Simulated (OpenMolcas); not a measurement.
# H2S2 (SMILES SS) at 6 levels

Wanted: a comparison of 6 runs (B2PLYP/STO-3G, PBE/STO-3G, SVWN5/STO-3G, MP2/STO-3G, ACPF/STO-3G, CISD/STO-3G) of H2S2. 

The calculation is run with OpenMolcas 26.06.

1 further run of the same task is left out (for a known fault of the program).

### 1 The structure to begin with

The species is H2S2 (4 atoms), meant as a singlet with charge 0. SMILES: `SS`. The shape is that of a PBE0-D4/def2-TZVP optimisation.

Bond lengths: S1–S2 2.046 Å, S1–H3 1.347 Å, S2–H4 1.347 Å. Angles: S1–S2–H4 98.6°, S2–S1–H3 98.6°.

### 2 A single-point energy at B2PLYP/STO-3G (run 1)

The input, run.input:

```
&GATEWAY
  BasLib
  $CurrDir
  Coord
  4
  bohr
  S      1.48245235    -1.49139075     0.31499845
  S      0.11379931     2.11944123     0.12729195
  H     -0.42598206    -2.55602466     1.61926852
  H     -1.17028849     1.92799308    -2.06159672
  Basis
  STO-3G
  Group
  NoSym

&SEWARD
  GridInput
  Grid=UltraFine
  End of Grid

&SCF
  KSDFT
  B2PLYP_SCF
  Thresholds
  1e-10 1e-07 1e-07 1e-05
  PrOrbitals
  1 1

&MBPT2
  Frozen
  10
```

The basis set STO-3G is read from a file made from the Basis Set Exchange's data (not shown).

Started as:

```bash
$ export MOLCAS_MEM=1860
$ pymolcas run.input > run.log
```

Standard output:

```text
--- Start Module: gateway ---
[...]
--- Stop Module: gateway /rc=_RC_ALL_IS_WELL_ ---
[...]
      Basis functions           20
[...]
--- Start Module: scf ---
[...]
       Convergence after   8 Iterations
[...]
::    Total KS-DFT energy                            -788.3846296859
[...]
      Total spin, S                                     0.0000000000
[...]
      Total electronic charge=   34.000000
      Total            charge=   -0.000000
[...]
      Dipole Moment (debye):
      Origin of the operator (angstrom)=    0.3965    0.1560    0.1099
                   X= -1.0046E+00               Y= -3.9527E-01               Z= -2.7837E-01           Total=  1.1149E+00
      Quadrupole Moment (debye*angstrom):
[...]
--- Stop Module: scf /rc=_RC_ALL_IS_WELL_ ---
[...]
--- Start Module: mbpt2 ---
[...]
 ###    WARNING: MP2 implementation intended for RHF references only         ###
 ###############################################################################
MBPT2 WARNING: Reference function according to RunFile:KS-DFT
I'll assume you know what you're doing and continue
WARNING!
Default frozen orbitals as non valence orbitals is overwritten by user input.
Default values:  10
[...]
       Reference weight ( Cref**2 )         =        0.95623
::    Total MBPT2 energy                             -788.4473893540
[...]
      Total MBPT2 calculations                           0.04      0.03
--- Stop Module: mbpt2 /rc=_RC_ALL_IS_WELL_ ---
[...]
```

It took 3.3 s on 1 thread of Arm Neoverse V1, shared host; peak memory 0.37 GiB.

### 3 A single-point energy at PBE/STO-3G (run 2)

The input, run.inp:

```
* H2S2 Kohn-Sham DFT
&GATEWAY
BASLIB=$CurrDir
COORD
4
bohr
S      1.48245235    -1.49139075     0.31499845
S      0.11379931     2.11944123     0.12729195
H     -0.42598206    -2.55602466     1.61926852
H     -1.17028849     1.92799308    -2.06159672
BASIS=STO-3G
GROUP=NoSym
&SEWARD
GRIDINPUT
Grid=UltraFine
End of Grid
&SCF
KSDFT=PBE
THRESHOLDS=1e-10 1e-07 1e-07 1e-05
PRORBITALS=1 1
```

The basis set STO-3G is read from a file made from the Basis Set Exchange's data (not shown).

Started as:

```bash
$ export MOLCAS_MEM=1860
$ pymolcas run.inp > run.log
```

Standard output:

```text
--- Start Module: gateway ---
[...]
--- Stop Module: gateway /rc=_RC_ALL_IS_WELL_ ---
--- Start Module: seward ---
[...]
      Basis functions           20
--- Stop Module: seward /rc=_RC_ALL_IS_WELL_ ---
--- Start Module: scf ---
[...]
       Convergence after   9 Iterations
[...]
::    Total KS-DFT energy                            -788.3547333682
[...]
      Total spin, S                                     0.0000000000
[...]
      Total electronic charge=   34.000000
      Total            charge=   -0.000000
[...]
      Dipole Moment (debye):
      Origin of the operator (angstrom)=    0.3965    0.1560    0.1099
                   X= -1.0065E+00               Y= -3.9601E-01               Z= -2.7888E-01           Total=  1.1170E+00
      Quadrupole Moment (debye*angstrom):
[...]
--- Stop Module: scf /rc=_RC_ALL_IS_WELL_ ---
[...]
```

Wall time 3.6 s (1 thread of Arm Neoverse V1, shared host); peak memory 0.37 GiB.

Runs 3 to 5 aren't shown in full; the table further down has their settings and results.

### 4 A single-point energy at CISD/STO-3G (run 6)

The input, run.input:

```
* H2S2 CISD
&GATEWAY
BASLIB=$CurrDir
COORD
4
bohr
S      1.48245235    -1.49139075     0.31499845
S      0.11379931     2.11944123     0.12729195
H     -0.42598206    -2.55602466     1.61926852
H     -1.17028849     1.92799308    -2.06159672
BASIS=STO-3G
GROUP=NoSym
&SEWARD
&SCF
THRESHOLDS=1e-10 1e-07 1e-07 1e-05
PRORBITALS=1 1
&MOTRA
FROZEN=10
&GUGA
ELECTRONS=14
SPIN=1
INACTIVE=7
ACTIVE=0
CIALL=1
&CPF
SDCI
```

The basis set STO-3G is read from a file made from the Basis Set Exchange's data (not shown).

Started as:

```bash
$ export MOLCAS_MEM=1860
$ pymolcas run.input > run.log
```

Standard output:

```text
--- Start Module: gateway ---
[...]
--- Stop Module: gateway /rc=_RC_ALL_IS_WELL_ ---
[...]
      Basis functions           20
[...]
       Convergence after   9 Iterations
[...]
::    Total SCF energy                               -787.4904672338
[...]
      Total spin, S                                     0.0000000000
[...]
      *** WARNING: Default frozen orbitals is overwritten by user input.
      *** Default values:  10
[...]
--- Start Module: guga ---
[...]
--- Stop Module: guga /rc=_RC_ALL_IS_WELL_ ---
--- Start Module: cpf ---
[...]
      Active orbitals                            0       0
[...]
      Spin quantum number                      0.0
[...]
     FINAL CI ENERGY          -787.55715456
     FINAL CORRELATION ENERGY   -0.06668733  REFERENCE ENERGY    -787.49046723
[...]
     REL. CI ENERGY           -787.55715456
[...]
      Total electronic charge=   34.000000
      Total            charge=    0.000000
[...]
      Dipole Moment (debye):
      Origin of the operator (angstrom)=    0.3965    0.1560    0.1099
                   X= -9.3104E-01               Y= -3.6631E-01               Z= -2.5797E-01           Total=  1.0332E+00
      Quadrupole Moment (debye*angstrom):
[...]
--- Stop Module: cpf /rc=_RC_ALL_IS_WELL_ ---
[...]
```

Wall time 1.8 s (1 thread of Arm Neoverse V1, shared host); peak memory 0.37 GiB.

### 5 All runs side by side

| run | level | frozen core orbitals | integration grid | energy (Eh) | dipole moment (D) of the reference | HOMO energy (eV) | LUMO energy (eV) | wall time |
| --- | --- | --- | --- | --- | --- | --- | --- | --- |
| 1 | B2PLYP/STO-3G | 10 | UltraFine | -788.401575 | 1.11 | -5.22 | 6.25 | 3.3 s |
| 2 | PBE/STO-3G | – | UltraFine | -788.354733 | 1.12 | -2.32 | 3.25 | 3.6 s |
| 3 | SVWN5/STO-3G | – | UltraFine | -785.898466 | 1.27 | -2.20 | 3.21 | 3.3 s |
| 4 | MP2/STO-3G | 10 | – | -787.538190 | 1.13 | -7.41 | 9.33 | 1.7 s |
| 5 | ACPF/STO-3G | 10 | – | -787.560416 | 1.13 | -7.41 | 9.33 | 1.8 s |
| 6 | CISD/STO-3G | 10 | – | -787.557155 | 1.13 | -7.41 | 9.33 | 1.8 s |

### 6 What came out

```
                                           quantity          value
                                run 6: total energy  -787.55715 Eh
          run 6: dipole moment (mean-field density)         1.13 D
         run 6: HOMO energy (Hartree–Fock orbitals)       -7.41 eV
         run 6: LUMO energy (Hartree–Fock orbitals)        9.33 eV
       run 6: HOMO–LUMO gap (Hartree–Fock orbitals)       16.74 eV
run 6: correlation energy (10 core orbitals frozen)      -66.7 mEh
```

**Reading.** Over runs 1, 2, 3 the dipole moment (its size) runs from 1.11 D (B2PLYP/STO-3G) to 1.27 D (SVWN5/STO-3G). A double hybrid's value is that of its SCF part. Over runs 1, 2, 3 the HOMO–LUMO gap runs from 5.42 eV (SVWN5/STO-3G) to 11.47 eV (B2PLYP/STO-3G). For B2PLYP the log adds the whole second-order term; the table takes 0.27 of it, as the functional is defined. Totals of different functionals can't be ranked against each other. In runs 1, 2, 3, 4, 5, 6 the basis is minimal, so the values are rough. All runs together took 16 s, the longest 3.6 s.
